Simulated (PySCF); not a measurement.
Consider `CCC` (C3H8). Coordinates in Å; atoms count from 1 in this order:
```
C     1.1780    0.5164   -0.1087
C     0.1319   -0.5874   -0.1074
C    -1.2735   -0.0792    0.1758
H     2.1863    0.1239   -0.3124
H     0.9553    1.2763   -0.8757
H     1.2127    1.0341    0.8640
H     0.4043   -1.3510    0.6418
H     0.1454   -1.1078   -1.0808
H    -2.0126   -0.8951    0.1700
H    -1.3287    0.4129    1.1608
H    -1.5890    0.6613   -0.5775
```

Level of theory: M06-2X/def2-TZVP single points in PySCF, grid level 3; every species was optimised with PBE0-D3(BJ)/def2-SVP. Zero-point and thermal terms (298.15 K, 1 bar) come from unscaled PBE0-D3(BJ)/def2-SVP harmonic frequencies, with soft modes damped to free rotors in the entropy.

Problem. Rank these bonds by dissociation enthalpy, weakest first.
A. C1–H
B. C2–H
C. C1–C2

Solution. C (373 kJ/mol), B (405 kJ/mol), A (421 kJ/mol).

Problem. For C1–H, what are ΔE (electronic) and ΔG(298 K) of the homolysis?

Solution. ΔE = 453 and ΔG = 380 kJ/mol, beside ΔH = 421 kJ/mol. The radicals are `[CH2]CC` and H•.
